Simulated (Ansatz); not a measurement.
Working through an active-space calculation of AlH₃OSi, SMILES [O]1[AlH][SiH2]1

Computed with Ansatz's Python interface.

`alh3osi.xyz`
```text
6

O    -1.08760   -0.65050   -0.34030
Al    0.51980   -1.33190   -0.02620
Si   -0.26890    0.85930   -0.16440
H     1.68370   -2.07270    0.86660
H    -0.12410    1.56550   -1.44850
H    -0.68070    1.56630    1.06670
```

Interactive session:
```pycon
>>> from dataclasses import dataclass
>>> import ansatz as az
>>> @dataclass(frozen=True)
... class RunConfig:
...     basis_set: str = "6-31G*"
...
>>> settings = RunConfig()
>>> geometry = az.Crystal.molecule_from_extxyz("alh3osi.xyz")
>>> calc = (
...     geometry.calculation()
...     .basis(gaussian=settings.basis_set)  # the orbital basis, by name
...     .correlation(active_electrons=2, active_orbitals=3)
... )
>>> for method in ["sc_nevpt2"]:
...     data = (calc if method is None else calc.correlation(method)).run().report
...     space = data["configurations"]
...     state = space["states"][0]
...     print(method or "casscf", f"total {data['free_energy_ev'] / 27.211386246:.6f} Ha, active-space state {state['energy']['hartree']:.6f} Ha, mean field {data['reference_energy_ev'] / 27.211386246:.6f} Ha")
...     print("  determinants", state["n_determinants"], " natural occupations", [round(n, 3) for n in space["natural_occupations"]])
...
sc_nevpt2 total -607.720134 Ha, active-space state -607.418737 Ha, mean field -607.397805 Ha
  determinants 9  natural occupations [1.96, 0.034, 0.005]
```

Total energies depend on the basis set; only differences at equal settings carry meaning. The geometry is a force-field or estimated start, not a minimum of this method, and the basis set is short of its limit. The active space starts as a window about the frontier orbitals and is then optimised, not chosen by chemistry. Wall time of the script: 8.3 s on 1 thread of Arm Neoverse V2 (shared host), peak memory 0.17 GiB.
